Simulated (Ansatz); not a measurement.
HSi–BH, quartet: reading a ladder of total energies

Geometry: a PBE0/def2-TZVP stationary point for this spin, not checked as a minimum.

```xyz
4

Si    0.0000   -0.0471    0.5518
B     0.0000   -0.0605   -1.3633
H     0.0000    1.1711    1.4474
H     0.0000    0.7893   -2.2001
```

Basis cc-pVTZ; Ansatz 0.2.0. Correlated methods freeze the noble-gas cores, which leaves 9 electrons in 86 orbitals. R marks a restricted (for open shells ROHF) determinant, U an unrestricted one.

Full CI isn't at hand for all of this; UCCSDT(Q) serves as the reference, and is uncertain by about the last step of the cluster series.

Runs differ by some tens of microhartree through their thresholds and, for an open shell, their frozen cores, so steps under 0.03 kcal/mol mean nothing.

```tsv
level	total energy (hartree)
UHF	-314.658396
UMP2	-314.814071
UCCSD	-314.846918
UCCSD(T)	-314.854389
UCCSDT	-314.855934
UCCSDT(Q)	-314.856295
```

What is the correlation energy at UCCSDT(Q), and what share of it do UMP2 and UCCSD(T) recover?

E(corr) = -314.856295 − (-314.658396) = -0.197899 hartree = -5.385 eV. UMP2: -0.155675 / -0.197899 = 78.66 %. UCCSD(T): -0.195993 / -0.197899 = 99.04 %.

By how many kcal/mol does UCCSD(T) miss UCCSDT(Q) (1 hartree = 627.509 kcal/mol), and which steps make up the rest?

-314.854389 − (-314.856295) = 0.001906 hartree = 1.20 kcal/mol. Steps: UCCSDT − UCCSD(T) = -0.97, UCCSDT(Q) − UCCSDT = -0.23 kcal/mol. Differences between like states or geometries often cancel part of this.
